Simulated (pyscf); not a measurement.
Single points on ωB97X-D3(BJ)/def2-SVP structures (PySCF, gas phase). MP2 and CC: frozen core, UHF for open shells. ΔMP2 is the change of the MP2 total energy from the triple- to the quadruple-zeta basis.

Question: How much does it cost (ΔH, 298 K, CCSD(T)/def2-TZVPP + ΔMP2(QZVPP)) to split H₃C–NH–AlH–CH₃ at its C–N bond into CH₃• + [H₃C–AlH–NH]•?

Answer: C–N to CH₃• + [H₃C–AlH–NH]•: 3.99 eV. The radicals are drawn with the spin at the cut bond; how far it spreads was not checked. H₃C–NH–AlH–CH₃ lies 0.87 eV over its isomer H₃C–Al(CH₃)–NH₂, and others may lie lower still (electronic energy, ωB97M-D3(BJ)). [H₃C–AlH–NH]• lies 1.28 eV over its isomer [H₃C–Al–NH₂]•, and others may lie lower still (electronic energy, ωB97M-D3(BJ)). The CCSD(T) − MP2 part came from Ansatz, without density fitting, on the same reference.
